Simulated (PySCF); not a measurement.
## Potential energy of MgAl along the bond

Set-up: Mg 3-21G, Al 3-21G; no relativity (PySCF 2.14). Energies in eV from Mg + Al in their ground configurations at the same level. All curves are PBE0. state 1: ²Π (doublet), unpaired electrons π ↑; state 2: ²Σ⁺ (doublet), unpaired electrons σ ↑, a second solution, started from another occupation; state 3: quartet, unpaired electrons σ ↑, π ↑↑, a second solution, started from another occupation; state 4: ⁴Π (quartet), unpaired electrons σ ↑↑, π ↑, a second solution, started from another occupation.

| R (Å) | state 1 | state 2 | state 3 | state 4 |
| --- | --- | --- | --- | --- |
| 2.515 | -0.2254 | 0.4153 | 0.7025 | 0.9003 |
| 2.632 | -0.3708 | 0.1424 | 0.7365 | 0.7974 |
| 2.749 | -0.4462 | -0.0397 | 0.8265 | 0.7706 |
| 2.837 | -0.4705 | -0.1321 | 0.9177 | 0.7861 |
| 2.925 | -0.4756 | -0.1963 | 1.0214 | 0.8232 |
| 3.013 | -0.4671 | -0.2387 | 1.1321 | 0.8758 |
| 3.130 | -0.4422 | -0.2707 | 1.2833 | 0.9618 |
| 3.276 | -0.3999 | -0.2840 | 1.4688 | 1.0833 |
| 3.451 | -0.3440 | -0.2770 | 1.6764 | 1.2359 |
| 3.686 | -0.2733 | -0.2491 | 1.9198 | 1.4354 |

Put a parabola through the three lowest points of the state 1 curve and estimate Re, k and ωe (reduced mass 12.7 u; 1 eV/Å² = 0.16022 mdyn/Å; ωe = 1302.8·√(k/μ) cm⁻¹).

Through R = 2.837, 2.925, 3.013 Å the second-order coefficient is 0.878 eV/Å², so Re ≈ 2.914 Å, k ≈ 0.281 mdyn/Å and ωe ≈ 194 cm⁻¹. A polynomial fit of higher order to the unrounded PBE0 energies gives Re = 2.909 Å, k = 0.299 mdyn/Å, ωe = 200 cm⁻¹; anharmonicity and rounding make the difference.

The higher-order fit for each curve: state 1: Re = 2.909 Å, ωe = 200 cm⁻¹, De = 0.476 eV; state 2: Re = 3.299 Å, ωe = 127 cm⁻¹, minimum 0.284 eV below the ground-state fragments; state 4: Re = 2.743 Å, ωe = 288 cm⁻¹, minimum 0.77 eV above the ground-state fragments. State 3 gave no clean fit.

3-21G is very small, so such numbers show the basis as much as the molecule. The state is the lowest determinant that a PBE0 search found; another state may lie lower at other levels.
